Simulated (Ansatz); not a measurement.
Geometry optimisation, RKS PBE/def2-SVP in Ansatz 0.2.0.

Input:

```yaml
crystal:
  periodic: [false, false, false]
  atoms:
    - { symbol: "N", position_ang: [-0.7695, -0.8535, 0.4451] }
    - { symbol: C, position_ang: [0.2665, -0.4236, -0.2964] }
    - { symbol: O, position_ang: [0.9278, -1.1693, -0.9776] }
    - { symbol: C, position_ang: [0.6654, 1.0735, -0.2316] }
    - { symbol: O, position_ang: [-0.0924, 1.8171, 0.4213] }
    - { symbol: H, position_ang: [-1.3431, -0.1066, 0.9639] }
    - { symbol: H, position_ang: [1.11522, -2.07699, -1.32555] }
    - { symbol: H, position_ang: [1.5083, 1.3818, -0.8253] }
basis:
  gaussian: { orbitals: def2-SVP }
hamiltonian:
  xc: pbe
relax:
  f_tol: 0.02
  max_steps: 50
```

Launched with:

```bash
$ ansatz run input.yaml --threads 2 --pin off --max-ram 3072MiB --backend cpu --events-out ev --progress --plain --runs-dir out
```

Question: Where does it end, and by what steps?

Answer: It converged. After 8 steps the energy has fallen by 1.667 eV; H7 moved furthest, 0.42 Å.

```
step  energy less start (eV)  largest force component (eV/Å)  accepted
   0                  0.0000                           7.285       yes
   1                 -0.7344                           3.765       yes
   2                 -1.5234                           1.028       yes
   3                 -1.6012                           0.863       yes
   4                 -1.6495                           0.765       yes
   5                 -1.6460                           0.843        no
   6                 -1.6640                           0.141       yes
   7                 -1.6667                           0.036       yes
   8                 -1.6668                           0.009       yes
```

```xyz
8
Properties=species:S:1:pos:R:3
N -0.721 -0.949 0.333
C 0.256 -0.402 -0.284
O 1.107 -1.088 -1.075
C 0.601 1.075 -0.223
O -0.054 1.853 0.440
H -1.216 -0.212 0.867
H 0.806 -2.023 -1.054
H 1.499 1.387 -0.831
```

Whether the end is a true minimum wasn't checked by a vibrational analysis.

The run took 10 s on 2 threads of Arm Neoverse V2, with other jobs on the host, peak memory 0.12 GiB.
